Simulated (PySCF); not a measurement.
Ligands exchanged one at a time, C H-Cl. All species are isolated molecules in the gas phase. Strings in code marks are SMILES.

Method: PBE-D3(BJ)/def2-TZVP // B3LYP-D3(BJ)/def2-TZVP in PySCF. 

| species | HOMO–LUMO gap (eV) | LUMO (eV) |
|---|---|---|
| 0 of 4 H replaced by Cl | … | – |
| 1 of 4 H replaced by Cl | 6.60 | -0.39 |
| 2 of 4 H replaced by Cl (`ClCCl`) | 6.02 | -1.26 |
| 4 of 4 H replaced by Cl | 4.91 | -2.72 |

Question: What belongs in the gaps?

Answer: 
- 0 of 4 H replaced by Cl, HOMO–LUMO gap (eV): 10.36
